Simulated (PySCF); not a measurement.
C3H3FO2: core ionisation energies

Species: C3H3FO2.
Numbering: `[O:1]=[CH:2][O:3]/[CH:4]=[CH:5]/[F:6]`

Method used: PySCF 2.14.0, delta-SCF UKS SCAN, pcX-2 on the ionised atom, pcseg-1 elsewhere, spin-free X2C. Each binding energy is the total energy of the core-ionised species, with the hole localised on one atom, minus that of the ground state; both are solved self-consistently, so orbital relaxation is included.

Question: Give the core binding energies atom by atom.

Answer: 
```
atom(s)                    environment  level  binding energy (eV)  above the level's lowest (eV)  count
     C4  vinylic carbon bearing oxygen   C 1s               292.74                           0.00      1
     C5             vinylic C–F carbon   C 1s               293.09                          +0.35      1
     C2          ester carbonyl carbon   C 1s               295.03                          +2.29      1
     O1          ester carbonyl oxygen   O 1s               538.58                           0.00      1
     O3     ester single-bonded oxygen   O 1s               540.70                          +2.12      1
     F6                 vinyl fluorine   F 1s               693.40                           0.00      1
```

The listed C 1s values span 2.29 eV, from C4 (bonded to O, C (double bond) and H) to C2 (bonded to O (double bond), O and H). Summing the Pauling electronegativity differences to the bonded atoms, each weighted by its formal bond order, gives +0.54 for the lowest site and +2.32 for the highest; no listed site has a larger sum than the highest.

The listed O 1s values span 2.12 eV, from O1 (bonded to C (double bond)) to O3 (bonded to 2 C). Summing the Pauling electronegativity differences to the bonded atoms, each weighted by its formal bond order, gives -1.78 for the lowest site and -1.78 for the highest; the sum is the same at every site.

Question: What is the longest wavelength that can ionise O 1s of O3 vertically?

Answer: λ = hc/E = 12398.42 eV Å / 540.70 eV = 22.930 Å.

Question: What is the C 1s shift of C5 against C2?

Answer: 293.09 − 295.03 = -1.94 eV, or -187 kJ/mol.

Spin contamination (⟨S²⟩ against 0.75 for a pure doublet) is marked for C 1s of C2 (0.89), which makes this value less certain. Isolated species at its PBE0-D3(BJ)/def2-SVP geometry (one conformer only).

The run took 28 s wall on one thread of an Arm Neoverse V1, no GPU, shared host.

The values belong to the conformer `[O:1]=[CH:2][O:3]/[CH:4]=[CH:5]/[F:6]`: O1–C2–O3–C4 0°, C2–O3–C4–C5 0°.
